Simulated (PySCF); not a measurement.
CH2F2, SMILES FCF. Atoms are numbered in the order given.

```xyz
5

F     -1.1064     0.0000     0.2914
C      0.0000     0.0000    -0.5066
F      1.1064     0.0000     0.2914
H      0.0000     0.9148    -1.1025
H      0.0000    -0.9148    -1.1025
```

Geometry optimised at TPSSh-D3(BJ)/def2-TZVP.

Method: PySCF with B3LYP/pcJ-1.

Isotropic couplings with Fermi-contact, spin-dipole and both spin-orbit terms, one fixed conformer, no vibrational averaging. Isotopes: 13C, 19F, 1H.

Estimate the spin–spin coupling constants. (An estimate is asked for; the answer gives what the named calculation found.)


```json
[
 {"pair": "F1–C2", "bonds apart": "1", "J (Hz)": "-304.7"},
 {"pair": "C2–F3", "bonds apart": "1", "J (Hz)": "-304.7"},
 {"pair": "C2–H4", "bonds apart": "1", "J (Hz)": "187.5"},
 {"pair": "C2–H5", "bonds apart": "1", "J (Hz)": "187.5"},
 {"pair": "F1–F3", "bonds apart": "2", "J (Hz)": "330.7"},
 {"pair": "F1–H4", "bonds apart": "2", "J (Hz)": "54.8"},
 {"pair": "F1–H5", "bonds apart": "2", "J (Hz)": "54.8"},
 {"pair": "F3–H4", "bonds apart": "2", "J (Hz)": "54.8"},
 {"pair": "F3–H5", "bonds apart": "2", "J (Hz)": "54.8"},
 {"pair": "H4–H5", "bonds apart": "2", "J (Hz)": "3.4"}
]
```
